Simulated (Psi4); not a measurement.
Psi4 input (wB97X-D/6-311+G**):

```
memory 1500 MB

molecule {
1 1
C     0.02626120    0.80023624   -0.00162620
N    -0.02330573   -0.71017665    0.00144319
H    -0.99358514    1.17371220   -0.00278660
H    -0.51214923   -1.06595556    0.82736530
H    -0.51150715   -1.06933122   -0.82339698
H     0.55255591    1.12478962    0.89126304
H     0.55325085    1.12113599   -0.89542565
H     0.91700769   -1.11453191    0.00263580
symmetry c1
no_reorient
no_com
}

set {
  basis 6-311+G**
  reference rks
  scf_type pk
  dft_radial_points 99
  dft_spherical_points 590
  e_convergence 1e-8
  d_convergence 1e-7
  maxiter 150
}

e = energy('wb97x-d')
print_out(f'\nFINAL {e:.10f} DIPOLE {variable("CURRENT DIPOLE")[0]:.6f} {variable("CURRENT DIPOLE")[1]:.6f} {variable("CURRENT DIPOLE")[2]:.6f}\n')
```

Problem. What final total energy does it give?

Solution. -96.21741 Eh.
